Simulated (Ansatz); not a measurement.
bcc Cs was calculated with PBEsol (Ansatz, a program for electronic structure, PAW).

Run with plane-wave cutoff 520 eV, 16×16×16 k mesh, Fermi–Dirac smearing 0.048 eV (set by the program), scalar-relativistic PAW data made under PBE.

The cell has the measured lattice: a = 6.162 Å, b = 6.162 Å, c = 6.162 Å, α = 90.00°, β = 90.00°, γ = 90.00°.

Q: Give the computed elastic constant C12, elastic constant C11, Young modulus and elastic constant C44.

A: 
- elastic constant C12 = 1.49 GPa
- elastic constant C11 = 1.79 GPa
- Young modulus = 1.5 GPa
- elastic constant C44 = 1.29 GPa

Measured, for comparison: elastic constant C12 2.16 GPa, elastic constant C11 2.6 GPa, elastic constant C44 1.6 GPa (temperature not stated, not corrected to a static lattice; as tabulated in arXiv:1601.06701). Computed (rounded) less measured: elastic constant C12 -31 %, elastic constant C11 -31 %, elastic constant C44 -19 %.

Note: the cell isn't this level's own, so it is under some stress, which shifts stiffness and frequencies.

Elastic constants are with the ions relaxed.

Spin–orbit coupling is not included.

Static lattice: no zero-point or thermal effects.

The result took roughly 5 core-minutes.
